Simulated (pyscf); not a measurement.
Routes from H₂N–SiH(NH₂)–Cl (SMILES N[SiH](N)Cl) + H₂ (SMILES [H][H])

Candidate steps break at most two bonds and form at most two. Each was searched with GFN2-xTB (tblite) first. Single points on ωB97X-D3(BJ)/def2-SVP structures (PySCF, gas phase). Energies: ωB97M-D3(BJ)/def2-TZVP, kcal/mol, from the separated reactants, singlet surface.

```csv
products,type,ΔE‡,ΔE,ΔG‡ 298 K,ΔG‡ 900 K,ν‡ (cm⁻¹)
H₂N–SiH₂–Cl + NH₃,four-centre exchange,46.3,+12.0,57.3,78.3,1465i
H₂N–SiH₂–NH₂ + HCl,four-centre exchange,47.4,+24.3,57.6,76.8,696i
```

Plain bond fissions and candidates not yet searched are not listed, and one of them may be faster. Each barrier is that of the saddle found; lower ones may exist.
